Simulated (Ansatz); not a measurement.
**C2HSi (doublet): the correlation ladder at distance C2–Si3 = 2.370 Å, cc-pVDZ**

The task here is to estimate one member of a computed series from the others.

The runs use Ansatz 0.2.0, Gaussian basis; cc-pVDZ, core rule «outside noble gas», up to 7 orbitals frozen.

To be run: UHF; CCSD(T) on ROHF; CCSD(T) on UHF; BCCD(T) on ROHF; CISD; CCSDT(Q) on ROHF; CCSDT(Q) on UHF; CASSCF and MRCISD+Q, 3 electrons in 3 orbitals; CASSCF and NEVPT2, 3 electrons in 3 orbitals; CASSCF and NEVPT2, 9 electrons in 9 orbitals.

21 further runs of the same task are left out: 16 that didn't finish, 5 set aside as unsound or not needed.

## The geometry

The geometry derives from a PBE0/def2-TZVP stationary point (not a proven minimum). One bond is set to the value named and the two fragments are kept rigid.

4 atoms, charge 0, spin multiplicity 2.

Atoms are counted from 1 here; the program's logs count them from 0.

Bond lengths: C1–C2 1.277 Å, Si3–H4 1.502 Å.

Set-up of the first run:

Input file in.yaml:

```yaml
crystal:
  periodic: [false, false, false]
  atoms:
    - {symbol: C, position_ang: [0.000000, 0.061924, 2.285960]}
    - {symbol: C, position_ang: [0.000000, 0.186274, 1.014915]}
    - {symbol: Si, position_ang: [0.000000, -0.144422, -1.331899]}
    - {symbol: H, position_ang: [0.000000, 1.066665, -2.221132]}
basis:
  gaussian: {orbitals: cc-pVDZ}
magnetization: {spin_polarized: true, initial_magnetization: 1}
hamiltonian: {xc: hf}
output: {orbitals: {seedname: orbitals}}
```

Launch:

```sh
$ ansatz run in.yaml --threads 1 --pin off --events-out ev --progress --plain --max-ram 2393MiB
```

Steps of the session up to this table: UHF; CCSD(T) on ROHF; CCSD(T) on UHF; BCCD(T) on ROHF; CISD; CCSDT(Q) on ROHF; CCSDT(Q) on UHF; CASSCF and MRCISD+Q, 3 electrons in 3 orbitals; CASSCF and NEVPT2, 3 electrons in 3 orbitals; CASSCF and NEVPT2, 9 electrons in 9 orbitals.

One table of the session follows, with a row left open; its other results are not shown here.

It belongs to the step «Misses and costs». 

```
   method  from RCCSDT(Q) (meV)
      UHF               +9359.1
     RMP2               +1616.4
     UMP2               +2673.3
     CISD               +1891.0
    RCCSD                     ?
    UCCSD                +668.2
 RCCSD(T)                +125.8
 UCCSD(T)                +206.2
  BCCD(T)                +121.2
   RCCSDT                 +64.8
   UCCSDT                 +74.4
RCCSDT(Q)                     0
UCCSDT(Q)                  +1.2
```

Q: Estimate the row for RCCSD from the others.

The run gave: from RCCSDT(Q) (meV): +645.2. In the column «from RCCSDT(Q) (meV)» it lies between UCCSD(T) (+206.2) and UCCSD (+668.2).

Left out of the table: CASSCF pair, NEVPT2 pair, MRCISD pair, MRCISD+Q pair, CASSCF frontier, NEVPT2 frontier (the active space lost an orbital or holds another state than full CI finds).

Limits of these values: The determinant is far from a pure spin state, so its energy mixes those of several spin states (harmless only where they are near-degenerate, as at dissociation). Left out of the table: ROHF (another determinant or state than the rows shown). Warnings: spin contamination; coupled cluster took another determinant than the lowest; large T1 diagnostic. Restricted and unrestricted rows rest on different reference determinants; where their highest levels disagree by more than a few hundredths of an eV, they describe different states and don't form one ladder. Warnings in the runs' records: passed over end.
